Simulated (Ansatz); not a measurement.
**How far each method lies from full CI for SnH⁺, singlet**

Geometry: a point of a stretch scan, not a stationary point.

```csv
atom,x (Å),y (Å),z (Å)
Sn,0.0000,0.0000,0.0000
H,0.0000,0.0000,3.8010
```

Basis def2-TZVPP with its core potentials; Ansatz 0.2.0. Only valence electrons are correlated (noble-gas cores and the filled d shells of p-block atoms frozen), which leaves 4 electrons in 55 orbitals. Prefix R: restricted or restricted open-shell reference; prefix U: unrestricted. Active spaces: pair = (2e, 2o) about the gap; valence = (4e, 5o) chosen from the atoms' valence shells. No spin–orbit coupling is included; scalar relativity enters through the core potentials alone.

Full CI is exact within this basis and frozen core; it isn't the basis-set limit. The frozen core follows each run's orbitals, which can shift R against U totals by a few meV for light atoms and by up to 0.1 eV past Ca.

The UHF ⟨S²⟩ is 1.011, the T1 diagnostic (RCCSD) is 0.0651 and the largest doubles amplitude (RCCSD) is 0.709.

```csv
level,E − E(full CI) (kcal/mol),share of correlation (%),wall time
RHF,99.83,0.00,–
RMP2,40.24,59.69,–
CISD,11.31,88.67,1.6 s
RCCSD*,4.88,95.11,–
RCCSD(T)*,-0.85,100.85,5.5 s
BCCD(T)*,-0.73,100.73,5.5 s
RCCSDT*,0.11,99.89,–
RCCSDT(Q)*,-0.01,100.01,13 s
CASSCF (pair space),30.35,69.60,–
NEVPT2 (pair space),7.48,92.51,1.1 s
MRCISD (pair space),0.65,99.35,–
MRCISD+Q (pair space),-0.82,100.82,1.4 s
CASSCF (valence space)†,18.31,–,–
NEVPT2 (valence space)†,5.28,–,2.1 s
NEVPT4(SD) (valence space)†,1.78,–,2.5 s
MRCISD (valence space)†,1.66,–,–
MRCISD+Q (valence space)†,1.25,–,2.6 s
```

An asterisk marks runs whose energy the program itself flagged as in doubt. A dagger marks rows that describe another state than the reference (another or a broken symmetry, a higher spin or other natural occupations), so the difference isn't the method's error.

The correlation energy at full CI, counted from RHF, is -4.329 eV. That run took 5.5 s on 1 thread of Arm Neoverse V1, shared host over 563,143 determinants.

Run but not shown, since their state or frozen core can't be matched to the reference's or they repeat it: UHF, UMP2, UCCSD, UCCSD(T), UCCSDT, UCCSDT(Q).

Times hold each run's SCF and search for its determinant on a shared host, so for small cases they say little of a method's own cost; they ran on 1 thread of Arm Neoverse V1.

Not variational, and here over 5 meV under the exact energy: RCCSD(T), BCCD(T), MRCISD+Q (pair space).

The full-CI state has the irrep A1 of C2v, in the program's axes (one component, if the state is degenerate).

Natural occupations of full CI about the gap: 1.922 1.258 0.728 0.031 0.031 0.009 0.007 0.007 0.002 0.002; effectively unpaired electrons, Σ n²(2−n)², 1.76. No single determinant describes this state well, so single-reference rows can miss without a flag.
